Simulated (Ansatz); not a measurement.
Ansatz (a quantum-chemistry and plane-wave program) input (HF/cc-pVTZ): A basis named .json is the Basis Set Exchange file of that set (core-valence sets with the plain set on hydrogen).

Ansatz 0.2 input:
```yaml
crystal:
  periodic: [false, false, false]
  atoms:
    - {symbol: O, position_ang: [-0.00000000, -0.00000000, -0.11563587]}
    - {symbol: H, position_ang: [0.00000000, 0.00000000, 0.92508692]}
basis:
  gaussian:
    orbitals: cc-pVTZ
    fitting: {mean_field: cc-pVTZ-JKFIT.json}
hamiltonian:
  xc: {name: HF}
total_charge: 1
magnetization: {spin_polarized: true, initial_magnetization: 2}
```

Output:

```
Functional definition: HF
integrals: 0.00 GiB planned
109 factors; integrals over basis functions are off by at most 7.2e-1 eV
mean field: 0.05 GiB planned
mean field evaluation 1: about -2040.1675 eV, gradient 1.6e1 eV
mean field evaluation 2: about -2040.8811 eV, gradient 4.3e0 eV
mean field evaluation 4: about -2040.9447 eV, gradient 2.4e-1 eV
mean field -2040.94529926 eV, -75.0033563454 hartree, gradient 1.1e-5 eV, S^2 2.014414; 0 other end points of the search recorded, 0 dependent functions left out
reference -2040.94529926 eV, -75.0033563454 hartree; 5, 3 occupied and 39, 41 virtual orbitals, 109 factors
Total energy: -2040.94529926 eV, -75.0033563454 hartree
```
